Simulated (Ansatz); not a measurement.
# H₃MgOS+ (SMILES [OH2+][S][MgH]): one structure at several levels

One table from this session's results is given with a row withheld; the runs are named, their logs left out.

The runs use Ansatz 0.2.0, Gaussian basis; single points in def2-TZVPP.

Cores are frozen in the correlated methods. The outer core shell of Li, Na, Mg and K is correlated.

**Where the work starts**

6 atoms, charge 1, spin multiplicity 1.

Atoms are counted from 1 here; the program's logs count them from 0.

Bond lengths: O1–S2 1.889 Å, O1–H4 1.014 Å, O1–H5 0.947 Å, S2–Mg3 2.401 Å, Mg3–H6 1.600 Å. Angles: S2–O1–H4 109.9°, S2–O1–H5 108.4°, H4–O1–H5 108.7°, O1–S2–Mg3 120.7°, S2–Mg3–H6 138.6°.

Coordinates:

```
O    -1.04694    0.13331   -1.20948
S     0.61760   -0.22793   -0.39217
Mg    1.01445    0.37410    1.89837
H    -1.47874   -0.73318   -1.51233
H    -0.89474    0.67801   -1.96874
H     1.75645   -0.22060    3.18465
```

The first run:

run/in.yaml reads:

```yaml
crystal:
  periodic: [false, false, false]
  atoms:
    - {symbol: O, position_ang: [-1.046943, 0.133306, -1.209484]}
    - {symbol: S, position_ang: [0.617597, -0.227928, -0.392172]}
    - {symbol: Mg, position_ang: [1.014451, 0.374097, 1.898368]}
    - {symbol: H, position_ang: [-1.478736, -0.733175, -1.512333]}
    - {symbol: H, position_ang: [-0.894737, 0.678010, -1.968739]}
    - {symbol: H, position_ang: [1.756447, -0.220599, 3.184652]}
basis:
  gaussian: {orbitals: def2-TZVPP}
total_charge: 1
hamiltonian: {xc: pbe, dispersion: d4}
output: {forces: true}
```

Run with:

```sh
> ansatz run in.yaml --threads 2 --pin off --events-out ev --progress --plain --max-ram 3481MiB
```

Steps of the session up to this table: PBE-D4/def2-TZVPP; r2SCAN-D4/def2-TZVPP; PBE0-D4/def2-TZVPP; wB97M-V/def2-TZVPP; CCSD(T)/def2-TZVPP.

One table of the session follows, with a row left open; its other results are not shown here.

| method | RMS force component (eV/Å) | angle to CCSD(T) forces (°) |
| --- | --- | --- |
| PBE-D4 | ? | ? |
| r2SCAN-D4 | 0.863 | 6.6 |
| PBE0-D4 | 0.895 | 5.8 |
| wB97M-V | 0.874 | 3.7 |
| CCSD(T) | 0.872 | reference |

**Question.** Estimate the row for PBE-D4.

**Answer.** RMS force component (eV/Å): 0.882; angle to CCSD(T) forces (°): 14.6. In the column «RMS force component (eV/Å)» it lies between wB97M-V (0.874) and PBE0-D4 (0.895).
